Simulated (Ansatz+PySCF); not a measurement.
Results of a calculation; reference values are marked as such.
## Ansatz (development build ahead of 0.2.0) run

```yaml
crystal:
  periodic: [false, false, false]
  atoms:
    - { symbol: C, position_ang: [1.36232, 0.01215, 0.03394] }
    - { symbol: C, position_ang: [0.73901, 1.2517, -0.02876] }
    - { symbol: C, position_ang: [-0.65091, 1.24905, -0.02831] }
    - { symbol: C, position_ang: [-1.31862, -0.01438, -0.04775] }
    - { symbol: C, position_ang: [-0.6646, -1.2442, 0.01989] }
    - { symbol: C, position_ang: [0.75878, -1.27313, -0.01143] }
    - { symbol: H, position_ang: [1.31867, 2.11846, -0.00013] }
    - { symbol: H, position_ang: [-1.15592, 2.15694, -0.04284] }
    - { symbol: H, position_ang: [-2.43579, 0.02668, -0.03672] }
    - { symbol: H, position_ang: [-1.18267, -2.17242, -0.04784] }
    - { symbol: H, position_ang: [1.32336, -2.21081, -0.02551] }
basis:
  gaussian: { orbitals: def2-SVP }
magnetization:
  spin_polarized: true
  initial_magnetization: 1
hamiltonian:
  xc: hf
correlation:
  method: mp2
  frozen_orbitals: { C: 1, H: 0 }
```

The input is written out in the form of the current development build from the run's settings.

Results

```
Converged                       : yes
Reference energy                : -229.88619 hartree
Correlation energy              : -0.69536 hartree
Total energy                    : -230.58155 hartree
Spin squared of the determinant : 1.483
Stability test                  : minimum
```

Caution: the unrestricted determinant is spin contaminated.
